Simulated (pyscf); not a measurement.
# Four-centre exchange: HO–Ga(OH)–OH (SMILES [OH][Ga]([OH])[OH]) + NH₃ (SMILES N) -> H₂O (SMILES O) + H₂N–Ga(OH)–OH (SMILES [NH2][Ga]([OH])[OH])

Gas phase, singlet surface, charge 0. Bonds broken: O1–Ga2, N8–H9. Bonds formed: O1–H9, Ga2–N8. Single points on ωB97X-D3(BJ)/def2-SVP structures (PySCF, gas phase).

Transition state (Å):

```xyz
11

O      0.3368    -0.3963     1.2771
Ga    -0.4636     0.0006    -0.5160
O      0.7297    -0.3863    -1.7958
O     -2.1547    -0.5780    -0.6471
H      1.2077    -0.8131     1.2754
H      0.4219    -1.0461    -2.4253
H     -2.5371    -0.8586     0.1905
N     -0.0619     1.7371     0.2859
H      0.3761     0.7748     1.1549
H      0.6320     2.3005    -0.2036
H     -0.8282     2.3445     0.5709
```

One imaginary mode, 1037i cm⁻¹; descent along it reached the two sides named, in the forms told below.

```csv
bond,change,reactant side (Å),saddle,product side
O1–Ga2,breaks,1.809,2.003,2.141
N8–H9,breaks,1.021,1.369,2.137
O1–H9,forms,2.8,1.178,0.981
Ga2–N8,forms,2.083,1.954,1.868
```

Electronic energies relative to the separated reactants (kJ/mol):

```json
[
 {"level": "ωB97X-D3(BJ)/def2-TZVP", "barrier": "-19.9", "reaction energy": "+24.3", "reverse barrier": "-44.3"},
 {"level": "PBE/def2-TZVP", "barrier": "-19.2", "reaction energy": "+29.3", "reverse barrier": "-48.5"},
 {"level": "r²SCAN/def2-TZVP", "barrier": "-25.6", "reaction energy": "+29.5", "reverse barrier": "-55.1"},
 {"level": "B3LYP-D3(BJ)/def2-TZVP", "barrier": "-13.3", "reaction energy": "+27.4", "reverse barrier": "-40.7"},
 {"level": "PBE0-D3(BJ)/def2-TZVP", "barrier": "-25.2", "reaction energy": "+24.6", "reverse barrier": "-49.8"},
 {"level": "M06-2X/def2-TZVP", "barrier": "-29.4", "reaction energy": "+25.1", "reverse barrier": "-54.5"},
 {"level": "ωB97M-D3(BJ)/def2-TZVP", "barrier": "-14.0", "reaction energy": "+25.8", "reverse barrier": "-39.8"},
 {"level": "HF/def2-TZVP", "barrier": "33.9", "reaction energy": "+28.2", "reverse barrier": "5.7"}
]
```

With ωB97M-D3(BJ)/def2-TZVP energies and thermal terms (ideal gas, 1 atm, RRHO with modes under 100 cm⁻¹ raised to 100, one conformer, R ln 2 for chiral ones without a mode under 150 cm⁻¹), in kJ/mol:

| T (K) | ΔH‡ | ΔG‡ | ΔH | ΔG |
|---|---|---|---|---|
| 298 | -20.3 | 22.0 | +23.3 | +16.6 |
| 600 | -18.8 | 64.5 | +25.3 | +8.9 |
| 900 | -15.7 | 105.6 | +26.3 | +0.4 |
| 1200 | -12.2 | 145.4 | +26.7 | -8.3 |

On the reactant side the descent ends in an adduct with a Ga–N contact, 115.0 kJ/mol under the separated species and 95.0 kJ/mol under the saddle at ωB97X-D3(BJ)/def2-TZVP. On the product side the descent ends in an adduct with a Ga–O contact, 68.6 kJ/mol under the separated species and 24.4 kJ/mol under the saddle at ωB97X-D3(BJ)/def2-TZVP. At ωB97X-D3(BJ)/def2-TZVP, PBE, r²SCAN, B3LYP-D3(BJ), PBE0-D3(BJ), M06-2X, ωB97M-D3(BJ) the saddle lies under the separated reactants, which points to a path from their complex (located at ωB97X-D3(BJ) alone). At ωB97X-D3(BJ)/def2-TZVP, PBE, r²SCAN, B3LYP-D3(BJ), PBE0-D3(BJ), M06-2X, ωB97M-D3(BJ) the saddle lies under the separated products, which points to a path from their complex (located at ωB97X-D3(BJ) alone), and parting the products costs more than the saddle. What is counted as formed (Ga–N) is already present as a longer contact in the reactant adduct; forming that adduct is a step of its own. What is counted as broken (Ga–O) persists as a longer contact in the product adduct; parting that adduct is a step of its own. One saddle was located; it need not be the lowest between these sides. Elements up to Kr have no core potential and no relativistic terms here.
